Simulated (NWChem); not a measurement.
System: BF₃; SMILES B(F)(F)F

NWChem printed, in part:

```
             Northwest Computational Chemistry Package (NWChem) 7.3.0
             --------------------------------------------------------

                             Geometry "geometry" -> ""
                             -------------------------

 Output coordinates in angstroms (scale by  1.889725989 to convert to a.u.)

  No.       Tag          Charge          X              Y              Z
 ---- ---------------- ---------- -------------- -------------- --------------
    1 B                    5.0000     0.00000000     0.00000000    -0.00231300
    2 F                    9.0000    -0.34921900    -1.27630900     0.00035100
    3 F                    9.0000    -0.93070600     0.94058700     0.00035100
    4 F                    9.0000     1.27992500     0.33572200     0.00035100

 Effective nuclear repulsion energy (a.u.)     110.0950864607

  pbe96 is a nonlocal functional; adding pw91lda local functional.

                                 NWChem DFT Module
                                 -----------------

 Summary of "ao basis" -> "ao basis" (spherical)
 ------------------------------------------------------------------------------
       Tag                 Description            Shells   Functions and Types
 ---------------- ------------------------------  ------  ---------------------
 B                          6-31+g*                  8       18   4s3p1d
 F                          6-31+g*                  8       18   4s3p1d

            General Information
            -------------------
          SCF calculation type: DFT
          Wavefunction type:  closed shell.
          No. of atoms     :     4
          No. of electrons :    32
           Alpha electrons :    16
            Beta electrons :    16
          Charge           :     0
          Spin multiplicity:     1
          Use of symmetry is: off; symmetry adaption is: off
          Maximum number of iterations: 150
          AO basis - number of functions:    72
                     number of shells:    32
          Convergence on energy requested:  1.00D-06
          Convergence on density requested:  1.00D-05
          Convergence on gradient requested:  5.00D-04

              XC Information
              --------------
          PerdewBurkeErnzerhof Exchange Functional  1.000
            Perdew 1991 LDA Correlation Functional  1.000 local
           PerdewBurkeErnz. Correlation Functional  1.000 non-local

             Grid Information
             ----------------
          Grid used for XC integration:  medium
          Radial quadrature: Mura-Knowles
          Angular quadrature: Lebedev.
          Tag              B.-S. Rad. Rad. Pts. Rad. Cut. Ang. Pts.
          ---              ---------- --------- --------- ---------
          B                   0.85       49          10.0       434
          F                   0.50       49           8.0       434
          Grid pruning is: on
          Number of quadrature shells:   196
          Spatial weights used:  Erf1

      Superposition of Atomic Density Guess
      -------------------------------------

 Sum of atomic energies:        -322.66466551

      Non-variational initial energy
      ------------------------------

 Total energy =    -323.531247
 1-e energy   =    -668.036149
 2-e energy   =     234.409816
 HOMO         =      -0.632146
 LUMO         =       0.023203

   convergence    iter        energy       DeltaE   RMS-Dens  Diis-err
 ---------------- ----- ----------------- --------- --------- ---------
 d= 0,ls=0.0,diis     1   -324.1316432819 -4.34D+02  2.11D-02  1.08D+00
 d= 0,ls=0.0,diis     2   -324.0002522155  1.31D-01  1.09D-02  3.02D+00
 d= 0,ls=0.0,diis     3   -324.2481824068 -2.48D-01  1.22D-03  2.55D-02
 d= 0,ls=0.0,diis     4   -324.2498454706 -1.66D-03  4.62D-04  3.70D-03
 d= 0,ls=0.0,diis     5   -324.2502093087 -3.64D-04  1.67D-05  2.24D-06
 d= 0,ls=0.0,diis     6   -324.2502096015 -2.93D-07  1.27D-06  1.99D-08

         Total DFT energy =     -324.250209601471
      One electron energy =     -669.272160526417
           Coulomb energy =      270.086500526890
    Exchange-Corr. energy =      -35.159636062660
 Nuclear repulsion energy =      110.095086460716

 Numeric. integr. density =       31.999998672581

                       DFT Final Molecular Orbital Analysis
                       ------------------------------------

 Vector   14  Occ=2.000000D+00  E=-4.056614D-01
              MO Center= -1.5D-01,  6.3D-01, -6.8D-04, r^2= 1.8D+00
   Bfn.  Coefficient  Atom+Function         Bfn.  Coefficient  Atom+Function
  ----- ------------  ---------------      ----- ------------  ---------------
    41      0.528515  3 F  pz                59     -0.393562  4 F  pz
    45      0.332638  3 F  pz                63     -0.247701  4 F  pz
    23     -0.134953  2 F  pz                27     -0.084937  2 F  pz
    49      0.075223  3 F  pz                67     -0.056015  4 F  pz
    17      0.034750  1 B  d  1

 Vector   15  Occ=2.000000D+00  E=-4.056612D-01
              MO Center=  1.5D-01, -6.3D-01, -6.8D-04, r^2= 1.8D+00
   Bfn.  Coefficient  Atom+Function         Bfn.  Coefficient  Atom+Function
  ----- ------------  ---------------      ----- ------------  ---------------
    23      0.532362  2 F  pz                59     -0.383053  4 F  pz
    27      0.335059  2 F  pz                63     -0.241087  4 F  pz
    41     -0.149308  3 F  pz                45     -0.093972  3 F  pz
    31      0.075770  2 F  pz                67     -0.054519  4 F  pz
    15     -0.034750  1 B  d -1

 Vector   16  Occ=2.000000D+00  E=-3.709864D-01
              MO Center= -1.8D-07, -3.6D-06,  3.1D-04, r^2= 2.2D+00
   Bfn.  Coefficient  Atom+Function         Bfn.  Coefficient  Atom+Function
  ----- ------------  ---------------      ----- ------------  ---------------
    21      0.390769  2 F  px                58      0.391875  4 F  py
    39     -0.287979  3 F  px                40     -0.284954  3 F  py
    25      0.248670  2 F  px                62      0.249374  4 F  py
    43     -0.183258  3 F  px                44     -0.181333  3 F  py
    22     -0.106921  2 F  py                57     -0.102788  4 F  px

 Vector   17  Occ=0.000000D+00  E=-3.062896D-02
              MO Center=  1.8D-06, -3.9D-06, -1.4D-01, r^2= 7.5D+00
   Bfn.  Coefficient  Atom+Function         Bfn.  Coefficient  Atom+Function
  ----- ------------  ---------------      ----- ------------  ---------------
    10      1.208690  1 B  s                  6      0.730315  1 B  s
    28     -0.275947  2 F  s                 46     -0.275933  3 F  s
    64     -0.275945  4 F  s                 24     -0.230612  2 F  s
    42     -0.230612  3 F  s                 60     -0.230612  4 F  s
    20     -0.102836  2 F  s                 38     -0.102836  3 F  s

 Vector   18  Occ=0.000000D+00  E=-2.402433D-02
              MO Center=  1.5D-07, -1.7D-07,  1.5D-01, r^2= 2.6D+00
   Bfn.  Coefficient  Atom+Function         Bfn.  Coefficient  Atom+Function
  ----- ------------  ---------------      ----- ------------  ---------------
     5      0.601325  1 B  pz                 9      0.577043  1 B  pz
    13      0.332493  1 B  pz                23     -0.253697  2 F  pz
    41     -0.253697  3 F  pz                59     -0.253697  4 F  pz
    27     -0.198335  2 F  pz                45     -0.198334  3 F  pz
    63     -0.198335  4 F  pz                31     -0.121375  2 F  pz

 Vector   19  Occ=0.000000D+00  E= 3.107986D-02
              MO Center=  1.5D-02, -4.1D-02, -3.7D-03, r^2= 1.3D+01
   Bfn.  Coefficient  Atom+Function         Bfn.  Coefficient  Atom+Function
  ----- ------------  ---------------      ----- ------------  ---------------
    11      1.024956  1 B  px                12     -0.667482  1 B  py
    46      0.400066  3 F  s                 64     -0.275113  4 F  s
     7      0.220399  1 B  px                 8     -0.143532  1 B  py
    42      0.141062  3 F  s                 28     -0.124931  2 F  s
    29     -0.114190  2 F  px                60     -0.097010  4 F  s

     Multipole analysis of the density
     ---------------------------------

     L   x y z        total         alpha         beta         nuclear
     -   - - -        -----         -----         ----         -------
     0   0 0 0     -0.000000    -16.000000    -16.000000     32.000000

     1   1 0 0      0.000002      0.000001      0.000001     -0.000000
     1   0 1 0     -0.000001     -0.000000     -0.000000     -0.000000
     1   0 0 1     -0.004623     -0.000339     -0.000339     -0.003946

[...]

                                NWChem TDDFT Module
                                -------------------

            General Information
            -------------------
           No. of orbitals :     144
            Alpha orbitals :      72
             Beta orbitals :      72
        Alpha frozen cores :       0
         Beta frozen cores :       0
     Alpha frozen virtuals :       0
      Beta frozen virtuals :       0
         Spin multiplicity :       1
    Number of AO functions :      72
        Use of symmetry is : off
      Symmetry adaption is : off
         Schwarz screening :  0.10D-07

              XC Information
              --------------
   PerdewBurkeErnzerhof Exchange Functional   1.00
     Perdew 1991 LDA Correlation Functional   1.00 local
    PerdewBurkeErnz. Correlation Functional   1.00 non-local

             TDDFT Information
             -----------------
          Calculation type : Tamm-Dancoff TDDFT
         Wavefunction type : Restricted singlets
          No. of electrons :      32
           Alpha electrons :      16
            Beta electrons :      16
              No. of roots :       6
          Max subspacesize :    5200
            Max iterations :     100
               Target root :       1
           Target symmetry : none
      Symmetry restriction : off
                 Algorithm : Optimal
        Davidson threshold :  0.10D-03

    6 smallest eigenvalue differences (eV)
--------------------------------------------------------
  No. Spin  Occ  Vir  Irrep   E(Occ)    E(Vir)   E(Diff)
--------------------------------------------------------
    1    1   16   17 a        -0.371    -0.031     9.262
    2    1   16   18 a        -0.371    -0.024     9.441
    3    1   15   17 a        -0.406    -0.031    10.205
    4    1   14   17 a        -0.406    -0.031    10.205
    5    1   13   17 a        -0.412    -0.031    10.378
    6    1   12   17 a        -0.412    -0.031    10.378
--------------------------------------------------------

  Entering Davidson iterations
  Restricted singlet excited states

  Iter   NTrls   NConv    DeltaV     DeltaE      Time
  ----  ------  ------  ---------  ---------  ---------
    1      6       0     0.55E-01   0.10+100        1.5
    2     12       0     0.29E-01   0.32E-02        1.5
    3     18       2     0.18E-02   0.64E-03        1.7
    4     22       2     0.43E-03   0.25E-05        1.3
    5     26       6     0.22E-04   0.20E-06        1.3
  ----  ------  ------  ---------  ---------  ---------
  Convergence criterion met

  Ground state a        -324.250209601471 a.u.

  ----------------------------------------------------------------------------
  Root   1 singlet a              0.342576196 a.u.                9.3220 eV
  ----------------------------------------------------------------------------
     Transition Moments    X  0.00000   Y  0.00000   Z  0.00000
     Dipole Oscillator Strength                    0.0000000000
     Electric Quadrupole                           0.0000000000
     Magnetic Dipole                               0.0000010350
     Total Oscillator Strength                     0.0000010350

     Occ.   16  a   ---  Virt.   17  a       -0.99944
  ----------------------------------------------------------------------------
  Root   2 singlet a              0.350487727 a.u.                9.5373 eV
  ----------------------------------------------------------------------------
     Transition Moments    X  0.00000   Y  0.00000   Z -0.00000
     Dipole Oscillator Strength                    0.0000000000
     Electric Quadrupole                           0.0000000000
     Magnetic Dipole                               0.0000000060
     Total Oscillator Strength                     0.0000000060

     Occ.   16  a   ---  Virt.   18  a       -0.99963
  ----------------------------------------------------------------------------
  Root   3 singlet a              0.376684140 a.u.               10.2501 eV
  ----------------------------------------------------------------------------
     Transition Moments    X -0.00129   Y -0.00187   Z -0.00000
     Dipole Oscillator Strength                    0.0000012967
     Electric Quadrupole                           0.0000003019
     Magnetic Dipole                               0.0000010139
     Total Oscillator Strength                     0.0000026124

     Occ.   14  a   ---  Virt.   17  a        0.08941
     Occ.   15  a   ---  Virt.   17  a        0.99250
     Occ.   15  a   ---  Virt.   18  a        0.07573
  ----------------------------------------------------------------------------
  Root   4 singlet a              0.376684369 a.u.               10.2501 eV
  ----------------------------------------------------------------------------
     Transition Moments    X  0.00187   Y -0.00129   Z -0.00000
     Dipole Oscillator Strength                    0.0000012968
     Electric Quadrupole                           0.0000003019
     Magnetic Dipole                               0.0000010139
     Total Oscillator Strength                     0.0000026126

     Occ.   14  a   ---  Virt.   17  a       -0.99250
     Occ.   14  a   ---  Virt.   18  a       -0.07573
     Occ.   15  a   ---  Virt.   17  a        0.08941
  ----------------------------------------------------------------------------
  Root   5 singlet a              0.384450313 a.u.               10.4614 eV
  ----------------------------------------------------------------------------
     Transition Moments    X -0.39548   Y  0.18450   Z  0.00000
     Dipole Oscillator Strength                    0.0488102504
     Electric Quadrupole                           0.0000000653
     Magnetic Dipole                               0.0000000210
     Total Oscillator Strength                     0.0488103367

     Occ.   12  a   ---  Virt.   17  a       -0.43425
     Occ.   13  a   ---  Virt.   17  a        0.88316
     Occ.   14  a   ---  Virt.   18  a       -0.16200
     Occ.   16  a   ---  Virt.   20  a        0.06062
  ----------------------------------------------------------------------------
  Root   6 singlet a              0.384450517 a.u.               10.4614 eV
  ----------------------------------------------------------------------------
     Transition Moments    X  0.18449   Y  0.39547   Z -0.00000
     Dipole Oscillator Strength                    0.0488091972
     Electric Quadrupole                           0.0000000653
     Magnetic Dipole                               0.0000000210
     Total Oscillator Strength                     0.0488092835

     Occ.   12  a   ---  Virt.   17  a       -0.88316
     Occ.   13  a   ---  Virt.   17  a       -0.43425
     Occ.   15  a   ---  Virt.   18  a        0.16201
     Occ.   16  a   ---  Virt.   19  a        0.06062

              Target root =      1
          Target symmetry = none
      Ground state energy =   -324.250209601471
        Excitation energy =      0.342576195881
     Excited state energy =   -323.907633405590

  stored tddft:energy   -323.90763340559045
```

Level: PBE/6-31+G* (spherical d), TDA. Structure relaxed at the PBE-D3(BJ)/def2-SVP level.

**Question.** Reconstruct the input file.

**Answer.** This is not unique; one that fits is the input that was run:
```
start job
memory heap 200 mb stack 900 mb global 1100 mb
geometry units angstroms noautosym nocenter noautoz
  B      0.000000     0.000000    -0.002313
  F     -0.349219    -1.276309     0.000351
  F     -0.930706     0.940587     0.000351
  F      1.279925     0.335722     0.000351
end
basis spherical
  B library 6-31+g*
  F library 6-31+g*
end
dft
  xc xpbe96 cpbe96
  iterations 150
end
tddft
  cis
  nroots 6
  notriplet
end
task tddft energy
```
